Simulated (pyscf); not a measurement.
Single points on ωB97X-D3(BJ)/def2-SVP structures (PySCF, gas phase).

### Question
Estimate the classical barrier height and the reaction energy of O=PH + water (H₂O) → O=P–OH + hydrogen (H₂) at ωB97M-D3(BJ)/def2-TZVP. The step runs on the singlet surface, breaks H–P, H–O and forms O–P, H–H; take the separated reactants as zero.

### Answer
ΔE‡ = 20.1 kcal/mol, ΔE = -31.2 kcal/mol. Zero-point energy shifts the barrier by +0.2 kcal/mol. It is a four-centre exchange, with an imaginary mode of 1582i cm⁻¹. On the reactant side the descent ends in a complex (not fully relaxed), 7.7 kcal/mol under the separated species and 27.9 kcal/mol under the saddle at ωB97X-D3(BJ)/def2-TZVP. At the saddle there is also a short H–P contact that neither side keeps. The same reactants have a lower exit, to HO–PH–OH (barrier +2.8 kcal/mol at ωB97M-D3(BJ)/def2-TZVP, against +20.1 kcal/mol here). This is the saddle that the search found; another between the same sides may lie lower.
